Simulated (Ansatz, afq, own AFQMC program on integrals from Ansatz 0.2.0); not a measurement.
Two steps: Ansatz 0.2.0 writes the Fock matrix and Cholesky factors of the valence space, and afq projects on them the lowest state that overlaps trial and start.

```yaml
crystal:
  periodic: [false, false, false]
  atoms:
    - {symbol: N, position_ang: [0.000000, 0.000000, 0.000000]}
    - {symbol: N, position_ang: [0.000000, 0.000000, 1.035000]}
basis:
  gaussian: {orbitals: 6-31G}
magnetization: {spin_polarized: true, initial_magnetization: 2}
correlation: {method: ccsd_t, electrons: outside_noble_gas, hamiltonian_folder: ham}
```

```sh
$ ansatz run in.yaml --threads 1 --pin off --events-out ev --progress --plain --max-ram 24576MiB --backend cuda --devices 0, --max-vram 18GiB
```

afq runs on the folder ham with

```
--method phaseless --trial hf --walkers 4000 --populations 20 --least-time 40 --time-step 0.005 --steps-per-block 20 --equilibration-blocks 112 --max-blocks 4000 --target-error 0.0009500 --factor-cut 1e-05 --start spin_pure --seed 4601 --taylor-order 6
```

Times are imaginary, in 1/Eh. The walk had a cap of 49 s. With eight or more populations the least sampling time is a fifth of least-time, and the error comes from their spread.

Log:

```
orbitals 16  electrons 6 4  factors 95 of 268
reference energy -108.54349886 Eh
CCSD correlation -0.20065422 Eh in 10 cycles, weight of the determinant in the CISD state 0.9102
energy of the start -108.543736 Eh
 block  time / (1/Eh)  mean weight  energy / Eh
     1     0.100  1.0007  -108.592253
     2     0.200  1.0010  -108.623029
     3     0.300  1.0016  -108.649192
     4     0.400  1.0012  -108.668034
     5     0.500  1.0013  -108.686010
     8     0.800  1.0006  -108.713191
    11     1.100  1.0002  -108.727015
    26     2.600  0.9997  -108.745090
    41     4.100  0.9999  -108.738795
    56     5.600  1.0000  -108.743602
    71     7.100  1.0000  -108.739565
    86     8.600  0.9994  -108.742206
   101    10.100  0.9998  -108.728667
   116    11.600  0.9997  -108.734378
   131    13.100  0.9997  -108.726736
   146    14.600  1.0009  -108.760160
   161    16.100  0.9997  -108.733565
   171    17.100  0.9995  -108.724715
   176    17.600  0.9996  -108.725306
   191    19.100  1.0001  -108.735419
   206    20.600  1.0002  -108.736533
   221    22.100  1.0001  -108.738554
   231    23.100  1.0002  -108.739109
error from the spread of 20 populations
energy -108.735646 +/- 0.000871 Eh
(rows thinned)
```

The run passed its tests (sampling time, drift between the halves within three errors, error under three times the target), which doesn't prove that it has relaxed.

Against this walk (error 23.7 meV) on the same determinant: CCSD(T) 402.3 meV lower, CCSDT(Q) 450.7 meV lower, CCSDTQ 448.7 meV lower, full CI 453.2 meV lower, a separate phaseless walk with a CISD trial and standard settings 376.8 ± 23.8 meV lower. The error is statistical and leaves out the bias of the constraint. Full CI is exact here, so the walk's 453 meV above it is the walk's own error: the bias of the constraint with this trial. It lies above even CCSD, by 231 meV.

Cautions: constraint bias not in the error; lower spins were not checked; the search met a lower determinant of the same kind, perhaps of another symmetry (456 meV lower), and this one is a saddle point; the CCSD(T) amplitudes may be one of several solutions (largest double 0.12); the CCSDT(Q) amplitudes may be one of several solutions (largest double 0.13); the CCSDTQ amplitudes may be one of several solutions (largest double 0.13).

The walk took 28 s on 1 × NVIDIA H100 80GB HBM3 with 2 threads of AMD EPYC 7R13 Processor (Zen 3), with other jobs on the host (the card was shared). The log's last line is the phaseless energy.

CCSDT and higher add their correlation energy to the determinant of the CCSD(T) run, since their own runs factorise the integrals more tightly (a shift of under 2 meV). A walk keeps the symmetry of its determinant, which the program's search chose and which needn't be the lowest solution, so a lower state of the same spin and another symmetry isn't excluded.
